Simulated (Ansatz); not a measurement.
C₅H₈O (`C#CCOCC`) from Hartree–Fock to CCSD(T)

Cartesian coordinates in Å:
```
C -1.367 3.208 0.164
C -1.025 2.063 0.268
C -0.642 0.668 0.406
O 0.657 0.475 -0.089
C 1.161 -0.820 0.156
C 0.532 -1.896 -0.706
H -1.663 4.226 0.068
H -1.375 0.047 -0.128
H -0.693 0.383 1.469
H 1.048 -1.067 1.222
H 2.231 -0.753 -0.053
H 0.621 -1.639 -1.763
H -0.525 -2.047 -0.475
H 1.042 -2.849 -0.540
```

Charge 0, multiplicity 1. The geometry is a stationary point of PBE0-D4/def2-TZVP. It is one conformer, not always the lowest. Frozen core, restricted reference, Ansatz. CBS rows extrapolate triple and quadruple zeta; past MP2 they add the triple-zeta difference.

```csv
basis,HF (Eh),MP2 corr.,CCSD corr.,(T),CCSD(T) total
def2-TZVPP,-268.87944,-1.05491,-1.09676,-0.04742,-270.02362
def2-QZVPP,-268.89163,-1.12593,–,–,–
CBS(def2),-268.89331,-1.17855,-1.22040,as TZ,-270.16113
```
